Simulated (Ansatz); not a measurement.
# SiH2O (triplet): one geometry, many settings at distance O1–H3 along a hydrogen transfer = 1.244 Å

Aim: run SiH2O (triplet) at one geometry under a spread of methods and options, and see what each costs and gives.

Program: Ansatz 0.2.0, Gaussian basis. Level of theory: the settings change from run to run. These are calculated values, not measurements.

16 further runs of the same task are left out: 8 for a known fault of the program, 8 that didn't finish.

## 1. The system

The geometry derives from fragments relaxed apart (PBE0/def2-TZVP) and kept rigid, so it is no stationary point. A hydrogen atom is moved between rigid fragments.

4 atoms, charge 0, spin multiplicity 3.

Atoms are counted from 1 here; the program's logs count them from 0.

Bond lengths: O1–H2 0.960 Å, O1–H3 1.244 Å. Angles: H2–O1–H3 105.1°.

## 2. CASCI(12,7)/STO-3G

Contents of in.yaml:

```yaml
crystal:
  periodic: [false, false, false]
  atoms:
    - {symbol: O, position_ang: [-1.014673, -0.231644, 0.000000]}
    - {symbol: H, position_ang: [-1.263982, 0.694932, 0.000000]}
    - {symbol: H, position_ang: [0.229327, -0.231644, 0.000000]}
    - {symbol: Si, position_ang: [2.049327, -0.231644, 0.000000]}
basis:
  gaussian: {orbitals: STO-3G}
magnetization: {spin_polarized: false, initial_magnetization: 2}
correlation: {active_space: {window: {electrons: 12, orbitals: 7}, fixed_orbitals: true}}
```

Started as:

```console
> ansatz run in.yaml --threads 1 --pin off --events-out ev --progress --plain --max-ram 2393MiB
```

Standard output:

```text
Functional definition: HF
  name "HF"
  cite "Fock, Z. Phys. 61, 126 (1930) doi:10.1007/BF01340294"
  parent pbe
  exchange = exact_x
  correlation = 0
183 factors; integrals over basis functions are off by at most 3.5e-5 eV
mean field evaluation 1: about -9803.9018 eV, gradient 2.3e1 eV
mean field evaluation 2: about -9803.9583 eV, gradient 2.3e1 eV
mean field evaluation 4: about -9806.6176 eV, gradient 1.2e0 eV
mean field evaluation 8: about -9806.6468 eV, gradient 1.3e-2 eV
mean field evaluation 16: about -9806.6474 eV, gradient 4.9e-2 eV
mean field evaluation 32: about -9800.2770 eV, gradient 8.5e0 eV
mean field evaluation 64: about -9806.6468 eV, gradient 1.5e-5 eV
mean field evaluation 96: about -9806.6532 eV, gradient 1.0e-1 eV
mean field evaluation 128: about -9806.2531 eV, gradient 1.1e0 eV
mean field -9806.65379621 eV, -360.3878798219 hartree, gradient 3.6e-9 eV, S^2 2.000000; 12 other end points of the search recorded, 0 dependent functions left out
reference -9806.65379621 eV, -360.3878798219 hartree; 13, 11 occupied and 3, 5 virtual orbitals, 183 factors
state -9806.65390722 eV, -360.3878839017 hartree
Total energy: -9806.65390722 eV, -360.3878839017 hartree
```

Wall time 0.3 s (1 thread of Arm Neoverse V1, shared host).

From the report: 37 determinants; active occupations 2.00, 2.00, 2.00, 2.00, 2.00, 1.00, 1.00.

## 3. CASSCF(2,3)/cc-pVDZ

Edit in.yaml of step 2 so:

```diff
@@ -8,4 +8,4 @@
 basis:
-  gaussian: {orbitals: STO-3G}
+  gaussian: {orbitals: cc-pVDZ, fitting: {mean_field: def2-universal-jkfit}}
 magnetization: {spin_polarized: false, initial_magnetization: 2}
-correlation: {active_space: {window: {electrons: 12, orbitals: 7}, fixed_orbitals: true}}
+correlation: {active_space: {window: {electrons: 2, orbitals: 3}}}
```

The command is unchanged.

Standard output:

```text
Functional definition: HF
  name "HF"
  cite "Fock, Z. Phys. 61, 126 (1930) doi:10.1007/BF01340294"
  parent pbe
  exchange = exact_x
  correlation = 0
241 factors; integrals over basis functions are off by at most 2.1e-1 eV
mean field evaluation 1: about -9923.5560 eV, gradient 3.5e1 eV
mean field evaluation 2: about -9924.3947 eV, gradient 3.3e1 eV
mean field evaluation 4: about -9926.8410 eV, gradient 6.9e-1 eV
mean field evaluation 8: about -9920.5700 eV, gradient 3.5e1 eV
mean field evaluation 16: about -9924.5863 eV, gradient 7.8e-5 eV
mean field evaluation 32: about -9926.8455 eV, gradient 1.2e-1 eV
mean field evaluation 64: about -9926.8420 eV, gradient 1.5e0 eV
mean field evaluation 96: about -9926.8518 eV, gradient 4.8e-2 eV
mean field -9926.85197687 eV, -364.8050814882 hartree, gradient 9.3e-6 eV, S^2 2.000000; 15 other end points of the search recorded, 0 dependent functions left out
reference -9926.85197687 eV, -364.8050814882 hartree; 13, 11 occupied and 29, 31 virtual orbitals, 241 factors
state -9926.85197687 eV, -364.8050814882 hartree
Total energy: -9926.85197687 eV, -364.8050814882 hartree
```

Run time: 2.3 s. Hardware: 1 thread of Arm Neoverse V1, shared host.

From the report: 9 determinants; active occupations 1.00, 1.00, 0.00. With so small a space the active step adds no correlation: the energy is the mean field's.

## 4. CCSD on UHF/cc-pVDZ

Contents of in.yaml:

```yaml
crystal:
  periodic: [false, false, false]
  atoms:
    - {symbol: O, position_ang: [-1.014673, -0.231644, 0.000000]}
    - {symbol: H, position_ang: [-1.263982, 0.694932, 0.000000]}
    - {symbol: H, position_ang: [0.229327, -0.231644, 0.000000]}
    - {symbol: Si, position_ang: [2.049327, -0.231644, 0.000000]}
basis:
  gaussian: {orbitals: cc-pVDZ}
magnetization: {spin_polarized: true, initial_magnetization: 2}
correlation: {method: ccsd, electrons: valence, diis_vectors: 4}
```

The command is unchanged.

Standard output (excerpt; [...] marks lines left out):

```text
Functional definition: HF
  name "HF"
  cite "Fock, Z. Phys. 61, 126 (1930) doi:10.1007/BF01340294"
  parent pbe
[...]
404 factors; integrals over basis functions are off by at most 1.5e-3 eV
[...]
mean field -9927.11297729 eV, -364.8146730766 hartree, gradient 1.8e-6 eV, S^2 2.052144; 23 other end points of the search recorded, 0 dependent functions left out
determinant -9927.11297729 eV, -364.8146730766 hartree, with singles and doubles -9934.96778234 eV, -365.1033318380 hartree
determinant -9927.08394104 eV, -364.8136060140 hartree, with singles and doubles -9934.93050466 eV, -365.1019619085 hartree
determinant -9926.73972649 eV, -364.8009563627 hartree, with singles and doubles -9934.67806147 eV, -365.0926847925 hartree
determinant -9926.69554342 eV, -364.7993326647 hartree, with singles and doubles -9934.71785830 eV, -365.0941472989 hartree
[...]
determinant -9924.38905338 eV, -364.7145707192 hartree, with singles and doubles -9931.11315773 eV, -364.9616769964 hartree
determinant -9927.11297729 eV, -364.8146730766 hartree, with singles and doubles -9934.96898286 eV, -365.1033759563 hartree
determinant -9927.08394104 eV, -364.8136060140 hartree, with singles and doubles -9934.93122891 eV, -365.1019885242 hartree
determinant -9926.73972649 eV, -364.8009563627 hartree, with singles and doubles -9934.68273868 eV, -365.0928566767 hartree
determinant -9926.69554342 eV, -364.7993326647 hartree, with singles and doubles -9934.69427469 eV, -365.0932806171 hartree
6 core orbitals not correlated: weight in the atoms' cores, before any rotation towards them, 1.000 or more for the frozen orbitals, at most 0.000 for the correlated occupied ones
reference -9927.11297729 eV, -364.8146730766 hartree; 7, 5 occupied and 29, 31 virtual orbitals, 404 factors
second order -7.02658454 eV of doubles, -0.00000000 eV of singles
cycle   1  -7.85601035 eV  change   -4.8e-6 eV  update   3.3e-6
Total energy: -9934.96898764 eV, -365.1033761321 hartree
```

Run time: 12 s. Hardware: 1 thread of Arm Neoverse V1, shared host.

From the report: ⟨S²⟩ of the determinant 2.052 (pure triplet: 2.00); correlation -7.8560 eV; T1 0.021; largest double amplitude 0.05.

## 5. CCSD(T) on ROHF/cc-pVDZ

Edit in.yaml of step 4 so:

```diff
@@ -9,3 +9,4 @@
   gaussian: {orbitals: cc-pVDZ}
-magnetization: {spin_polarized: true, initial_magnetization: 2}
-correlation: {method: ccsd, electrons: valence, diis_vectors: 4}
+magnetization: {spin_polarized: false, initial_magnetization: 2}
+correlation: {method: ccsd_t, electrons: all}
+output: {forces: true}
```

Launched as before.

Standard output (excerpt; [...] marks lines left out):

```text
Functional definition: HF
  name "HF"
  cite "Fock, Z. Phys. 61, 126 (1930) doi:10.1007/BF01340294"
  parent pbe
[...]
404 factors; integrals over basis functions are off by at most 1.5e-3 eV
[...]
mean field -9926.85300652 eV, -364.8051193270 hartree, gradient 1.5e-6 eV, S^2 2.000000; 17 other end points of the search recorded, 0 dependent functions left out
[...]
determinant -9926.85300652 eV, -364.8051193270 hartree, with singles and doubles -9935.15377635 eV, -365.1101669917 hartree
determinant -9926.82235209 eV, -364.8039927976 hartree, with singles and doubles -9935.11660783 eV, -365.1088010737 hartree
determinant -9926.53885042 eV, -364.7935743032 hartree, with singles and doubles -9934.89107813 eV, -365.1005130103 hartree
determinant -9924.59281410 eV, -364.7220587874 hartree, with singles and doubles -9932.15301583 eV, -364.9998910767 hartree
[...]
determinant -9926.53885042 eV, -364.7935743032 hartree, with singles and doubles -9934.89042036 eV, -365.1004888376 hartree
reference -9926.85300652 eV, -364.8051193270 hartree; 13, 11 occupied and 29, 31 virtual orbitals, 404 factors
second order -7.51671525 eV of doubles, -0.10003399 eV of singles
cycle   1  -8.30157669 eV  change   -8.6e-8 eV  update   2.6e-6
[...]
cycle  10  -8.30157607 eV  change   5.9e-10 eV  update   1.4e-8
perturbative correction -0.19253365 eV, -0.0070754810 hartree
[...]
the multipliers restart with 30 DIIS vectors
Total energy: -9935.34711624 eV, -365.1172721016 hartree
Atom 0 at    -1.014673    -0.231644     0.000000 Å, force     3.382096    -1.096437    -0.000000 eV/Å
Atom 1 at    -1.263982     0.694932     0.000000 Å, force     0.307588     0.751956    -0.000000 eV/Å
Atom 2 at     0.229327    -0.231644     0.000000 Å, force    -4.419889     0.320339     0.000000 eV/Å
Atom 3 at     2.049327    -0.231644     0.000000 Å, force     0.730205     0.024142    -0.000000 eV/Å
Dipole moment:     0.400071     0.287470     0.000000 e Å
```

Run time: 84 s. Hardware: 1 thread of Arm Neoverse V1, shared host; peak memory 0.26 GiB.

From the report: correlation -8.4941 eV; T1 0.017; largest double amplitude 0.06.

## 6. All runs side by side

Where basis and cores are those of an earlier UCCSDT(Q)/cc-pVDZ run (-9935.1923 eV), and the state is the same kind, the miss against it is given.

```
                  level  correlated  functions  energy (eV)  from UCCSDT(Q) (meV)   time
     CASCI(12,7)/STO-3G                     16   -9806.6539                        0.3 s
    CASSCF(2,3)/cc-pVDZ                     42   -9926.8520                8340.3  2.3 s
    CCSD on UHF/cc-pVDZ     valence         42   -9934.9690                 223.3   12 s
CCSD(T) on ROHF/cc-pVDZ         all         42   -9935.3471                         84 s
```

## 7. Summary of results

| quantity | value |
| --- | --- |
| runs | 4 |
| quickest | CASCI(12,7)/STO-3G, 0.3 s |
| slowest | CCSD(T) on ROHF/cc-pVDZ, 84 s |

In words: Total energies in different bases, with other cores or another treatment of relativity can't be set against each other. CCSD(T) on ROHF/cc-pVDZ took 278 times as long as CASCI(12,7)/STO-3G; the jobs differ in more than the method. Hartree-Fock, CASSCF and CASCI lack dynamic correlation by design.
